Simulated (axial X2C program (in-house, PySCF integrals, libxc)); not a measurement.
# ClH⁻: properties at the nuclei

Aim: properties at the nuclei of ClH⁻, with spin–orbit coupling in the Hamiltonian from the start.

The runs use an in-house X2C program for linear molecules on PySCF integrals; two-component X2C with atomic mean-field terms, Cl dyall-av3z, H dyall-av3z.

All values are calculated.

## Step 1: Set-up

task.json reads:

```json
{
 "zs": [
  17,
  1
 ],
 "q": -1,
 "bas": [
  "dyall-av3z",
  "dyall-av3z"
 ],
 "r0": 1.31,
 "levels": [
  "PBE0",
  "HF",
  "PBE50",
  "B3LYP",
  "r2SCAN"
 ],
 "nst": 3
}
```

Keys: zs atomic numbers; q charge; bas basis sets; r0 starting distance in Å; levels methods (HF also brings MP2); nst determinants followed.

On the command line:

```sh
> python soeom.py task.json out
```

The runs that follow: Expectation values, lowest determinant; Expectation values, a higher determinant.

Q: Predict the outcome of this session. Wanted: lowest determinant; Eeff magnitude; Ws magnitude Cl; A∥/gI Cl; qzz Cl; higher determinant (for each run or level that gives them).

As calculated:

| quantity | value |
| --- | --- |
| lowest determinant | Ω = 1/2 (excess of +ω over −ω: ω = 1/2) |
| Eeff magnitude (GV/cm), PBE0 | 0.0714 |
| Ws magnitude Cl (kHz), PBE0 | 0.056 |
| A∥/gI Cl (MHz), PBE0 | 237 |
| qzz Cl (a.u.), PBE0 | 3.27 |
| higher determinant | Ω = 3/2 (excess of +ω over −ω: ω = 3/2) |
| Eeff magnitude (GV/cm), PBE0, higher determinant | 9.53e-06 |
| Ws magnitude Cl (kHz), PBE0, higher determinant | 7.05e-06 |
| A∥/gI Cl (MHz), PBE0, higher determinant | 25.3 |
| qzz Cl (a.u.), PBE0, higher determinant | 3.93 |

In words: In the first state, the effective field runs from 0.0473 to 0.097 GV/cm over the mean-field levels, so the levels don't agree on it. The expectation values come from single determinants, which for open shells can mix terms of unlike spin or miss the lowest Ω, so a determinant need not be a state. Eeff is the effective electric field on the electron dipole moment in this Ω state and Ws the scalar–pseudoscalar constant (defined with the proton number Z and per Ω); A∥ is the parallel hyperfine constant, which follows by multiplying with the nuclear g factor gI = μI/(I μN); qzz is the electric field gradient, eQq0 = 234.96 MHz × Q/barn × qzz. The operators were transformed with the bare-nucleus X2C matrices.
